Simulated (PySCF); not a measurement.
Gas-phase reaction: 3 N + 3 SiH + HCl → SiH₂ClNH₂ + 2 SiN

Energies from PySCF (xtb for GFN2), thermal terms from the rigid-rotor harmonic-oscillator model, ideal gas at 1 bar. † marks an energy on the PBE0/def2-TZVP geometry and frequencies; other levels use their own. 6-31G* has spherical d functions here. Open shells (unrestricted): N (multiplicity 4), SiH (multiplicity 2), SiN (multiplicity 2); the rest are closed-shell singlets. GFN2 has no spin-polarisation term. Spin-orbit splitting is ignored; it lowers the true energy and changes the entropy of SiH. B3LYP is the form with VWN-RPA correlation. SiH₂ClNH₂: computed as isolated molecules; such fragments, hydroxides, amides, oligomers or adducts are transient or little studied in the gas.

```json
[
 {"level": "B3LYP/6-31G*", "ΔH°(298 K), kJ": "-1629"},
 {"level": "B3LYP/def2-TZVP†", "ΔH°(298 K), kJ": "…"},
 {"level": "BLYP/def2-TZVP†", "ΔH°(298 K), kJ": "-1773"},
 {"level": "GFN2-xTB", "ΔH°(298 K), kJ": "…"},
 {"level": "PBE0/def2-QZVP†", "ΔH°(298 K), kJ": "…"},
 {"level": "PBE0/def2-TZVP", "ΔH°(298 K), kJ": "…"},
 {"level": "r2SCAN/def2-TZVP†", "ΔH°(298 K), kJ": "-1715"},
 {"level": "ωB97X-V/def2-TZVP†", "ΔH°(298 K), kJ": "-1700"}
]
```

**Question.** Fill in the missing entries.

**Answer.** 
- B3LYP/def2-TZVP†, ΔH°(298 K), kJ: -1694
- GFN2-xTB, ΔH°(298 K), kJ: -2983
- PBE0/def2-QZVP†, ΔH°(298 K), kJ: -1698
- PBE0/def2-TZVP, ΔH°(298 K), kJ: -1687
